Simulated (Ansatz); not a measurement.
CH₂, SMILES [CH2], multiplicity 3.

Geometry optimised at r2SCAN-D4/def2-TZVPD. The isomer is the one that the SMILES or the coordinates give; other isomers of the formula were not compared.

Two levels are set side by side: PBE/def2-TZVPD (Ansatz, a quantum-chemistry and plane-wave program) and ωB97X-V/def2-TZVPD (Ansatz). Energy differences of separate SCF runs at the same geometry; the states with an electron removed or added have multiplicity 2 and 2. Differences are taken from unrounded values.

```json
[
 {"quantity": "vertical ionisation energy (eV)", "ωB97X-V": "10.28"}
]
```

**Question.** What does PBE give, and how far is it from ωB97X-V? (The exact figures need the calculation; the answer reports its results.)

**Answer.** 
```json
[
 {"quantity": "vertical ionisation energy (eV)", "PBE": "10.57", "PBE minus ωB97X-V": "0.30"}
]
```
